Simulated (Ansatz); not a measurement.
System: fcc Pt. Method: LDA in Ansatz (PAW).

Settings: plane-wave cutoff 500 eV, 20×20×1 k mesh (along the axes of the cell as run), Fermi–Dirac smearing 0.1 eV, scalar-relativistic PAW data made under PBE.

Problem. Give the computed surface energy of the (100) face and work function of the (100) face.

Solution. 
* **surface energy of the (100) face**: 2.45 J/m²
* **work function of the (100) face**: 6.03 eV

The slab of 8 atoms is relaxed and unreconstructed.

Spin–orbit coupling is not included.

Static lattice: no zero-point or thermal effects.

The result took very roughly 10 core-minutes.

Ansatz is a first-principles code.
